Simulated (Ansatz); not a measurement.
Task: a short molecular-dynamics run of AlH2OS, SMILES [OH][Al][SH], with Ansatz's Python interface. Give the script and its output. Use (for the species named): BLYP, 6-31G* basis, multiplicity 2.

```yaml
atoms:
  - { symbol: O, position_ang: [-1.0236, -1.4469, 0.2320] }
  - { symbol: Al, position_ang: [0.1768, -0.5421, -0.8064] }
  - { symbol: S, position_ang: [1.7162, 0.7668, 0.1693] }
  - { symbol: H, position_ang: [-1.7485, -0.7487, 0.2827] }
  - { symbol: H, position_ang: [0.9290, 1.8972, 0.0810] }
```

`alh2os_md.py`:
```python
from dataclasses import dataclass

import ansatz as az
import numpy as np


@dataclass
class Settings:
    basis: str = "6-31G*"
    xc: str = "blyp"
    n_steps: int = 40
    temperature_k: int = 800


opts = Settings()


def main() -> None:
    mol = (
        az.Crystal.molecule()
        .atom("O", (-1.0236, -1.4469, 0.232))
        .atom("Al", (0.1768, -0.5421, -0.8064))
        .atom("S", (1.7162, 0.7668, 0.1693))
        .atom("H", (-1.7485, -0.7487, 0.2827))
        .atom("H", (0.929, 1.8972, 0.081))
    )

    calc = mol.calculation().basis(gaussian=opts.basis).functional(opts.xc).spin("collinear", total=1)
    symbols = [site.symbol for site in mol.cartesian_sites]
    start = np.array([site.position_ang for site in mol.cartesian_sites], dtype=float)
    summary = calc.relax(force_tolerance=0.02, max_steps=100).run().report
    end = np.array(summary["positions_ang"])
    minimum = az.Crystal.molecule()
    for symbol, place in zip(symbols, end):
        minimum = minimum.atom(symbol, place.tolist())

    calc = (
        minimum.calculation()
        .basis(gaussian=opts.basis)
        .functional(opts.xc)
        .spin("collinear", total=1)
        .md("nvt_langevin", timestep=1.0, steps=opts.n_steps, temperature=opts.temperature_k, initial_velocities="maxwell_boltzmann", seed=59, friction=0.01)
    )
    frames = []
    out = calc.session().plan().execute(on_event=lambda e: frames.append(e["data"]) if e["event"] == "md_step" else None)
    print("t (fs)   E_pot (eV)      E_kin (eV)   T (K)   d(0-1) (A)")
    for f in frames[::2]:
        xyz = np.array(f["positions_ang"])
        print(f"{f['time_fs']:6.2f} {f['lagrangian_ev']:14.5f} {f['e_kin_ev']:10.5f} {f['temperature_k']:8.1f} {np.linalg.norm(xyz[0] - xyz[1]):9.4f}")
    print("mean temperature", round(float(np.mean([f["temperature_k"] for f in frames])), 1), "K")


if __name__ == "__main__":
    main()
```

Running `python alh2os_md.py` prints:
```text
t (fs)   E_pot (eV)      E_kin (eV)   T (K)   d(0-1) (A)
  0.00   -19511.86012    0.41363    640.0    1.7382
  2.00   -19511.71047    0.24695    382.1    1.7620
  4.00   -19511.81095    0.32281    499.5    1.7812
  6.00   -19511.67483    0.18268    282.7    1.7974
  8.00   -19511.72139    0.24466    378.6    1.8159
 10.00   -19511.65780    0.23243    359.6    1.8347
 12.00   -19511.63798    0.25011    387.0    1.8470
 14.00   -19511.61992    0.28449    440.2    1.8515
 16.00   -19511.54270    0.18777    290.5    1.8538
 18.00   -19511.69513    0.36059    557.9    1.8495
 20.00   -19511.56564    0.25788    399.0    1.8372
 22.00   -19511.75783    0.40433    625.6    1.8167
 24.00   -19511.65560    0.35965    556.5    1.7893
 26.00   -19511.68510    0.36909    571.1    1.7587
 28.00   -19511.75048    0.44195    683.8    1.7285
 30.00   -19511.62196    0.31286    484.1    1.6998
 32.00   -19511.67538    0.31989    494.9    1.6759
 34.00   -19511.54287    0.21869    338.4    1.6628
 36.00   -19511.66356    0.30272    468.4    1.6567
 38.00   -19511.52908    0.18979    293.7    1.6559
 40.00   -19511.71350    0.34211    529.3    1.6551
mean temperature 454.5 K
```

Caveats:
- Total energies depend on the basis set; only differences at equal settings carry meaning.
- The trajectory is only some femtoseconds long, so its temperature is not equilibrated; where the script doesn't relax first, it starts from a rough generated geometry.
- The species is open-shell (spin multiplicity 2).
- The printed temperature counts all 3N degrees of freedom under Langevin dynamics, so the first row lies under the target.
- With hydrogen a step over 0.5 fs is long.
- It ran for 96 s on 1 thread of Arm Neoverse V2, on a shared host, peak memory 0.22 GiB.

(Lines on the test bed's own set-up are left out of the output.)
